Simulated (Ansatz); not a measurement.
## What a trial cell of Li relaxes into

Method: DFT PBEsol, scalar-relativistic, plane waves, PAW (Ansatz). Cutoff 420 eV, Γ-centred k mesh, Gaussian smearing, no spin polarisation in the final step.

The start puts Li on the omega structure type (P6/mmm, No. 191), at a guessed volume.

```
Li
1.0
     5.11355    0.00000    0.00000
    -2.55678    4.42847    0.00000
     0.00000    0.00000    3.13483
Li
3
Direct
  0.00000 0.00000 0.00000
  0.33333 0.66667 0.50000
  0.66667 0.33333 0.50000
```

Steps on the 12×12×14 mesh (3 atoms). 4 of 5 steps are shown, and the free energy counts from the last. Trial steps that were taken back and renewals of the plane-wave basis can be among the rows.

| step | ΔF (meV/atom) | V (Å³/atom) | P (GPa) |
| --- | --- | --- | --- |
| 1 | 20.9 | 23.66 | -1.60 |
| 2 | 6.5 | 22.02 | -0.97 |
| 3 | 0.1 | 19.97 | 0.18 |
| 5 | 0.0 | 20.24 | 0.00 |

A final relaxation ran on a 12×12×16 mesh. The relaxed crystal, P6/mmm (No. 191):

```
Li
1.0
     4.92238    0.00000    0.00000
    -2.46119    4.26291    0.00000
     0.00000    0.00000    2.89458
Li
3
Cartesian
  0.0000 0.0000 0.0000
  0.0000 2.8419 1.4473
  2.4612 1.4210 1.4473
```

| Property | Result |
| --- | --- |
| Volume per atom | 20.25 Å³ |
| Density | 0.57 g/cm³ |
| Energy over the standard structure | 0.01 eV/atom |
| Gap on the 12×12×16 mesh | 0 eV (a metal) |

Energies count from the standard state of Li at the same level.

The final run used a 12×12×16 mesh on its 3-atom cell and 0.10 eV smearing. The k mesh leaves about 4 meV/atom of noise in metals.

Symmetry constrained the relaxation, so the result can be a saddle point.